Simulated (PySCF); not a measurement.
H2O, SMILES O.

Coordinates come from a B3LYP-D3(BJ)/def2-TZVPD optimisation.

Two levels are set side by side: TDDFT-PBE/def2-TZVPD (PySCF) and EOM-CCSD/aug-cc-pVDZ (PySCF). Vertical, same geometry; the bases differ. Differences are taken from unrounded values.

```
quantity                                      TDDFT-PBE
--------------------------------------------  ---------
lowest singlet excitation (eV)                     6.73
lowest triplet excitation (TDA for PBE) (eV)       6.31
```

Task: These are the TDDFT-PBE values. What does EOM-CCSD give? (Estimate from the structure and the level; the computed values follow.)

Result: 
```
quantity                                      EOM-CCSD  TDDFT-PBE minus EOM-CCSD
--------------------------------------------  --------  ------------------------
lowest singlet excitation (eV)                    7.42                     -0.69
lowest triplet excitation (TDA for PBE) (eV)      7.01                     -0.70
```

Functionals without exact exchange tend to place singlet excitations lower, as here. Differences between two approximate levels are no errors against the true value.

Rough cost on one machine, each run with all the roots and properties that it gave: EOM-CCSD against TDDFT-PBE within a factor of 2.
